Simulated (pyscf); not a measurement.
Single points on ωB97X-D3(BJ)/def2-SVP structures (PySCF, gas phase).

Question: For the elementary gas-phase step `[CH3][B]([CH3])[CH3]` + `[OH2]` → `[CH4]` + `[CH3][B]([CH3])[OH]` (singlet surface; B–C, H–O broken, C–H, B–O formed), what barrier and reaction energy does ωB97M-D3(BJ)/def2-TZVP give, measured from the separated reactants?

Answer: ΔE‡ = 82.3 kJ/mol, ΔE = -148.7 kJ/mol. Zero-point energy shifts the barrier by +6.6 kJ/mol. It is a four-centre exchange, with an imaginary mode of 1386i cm⁻¹. On the reactant side the descent ends in a complex, 21.7 kJ/mol under the separated species and 107.3 kJ/mol under the saddle at ωB97X-D3(BJ)/def2-TZVP. One saddle was located; it need not be the lowest between these sides.
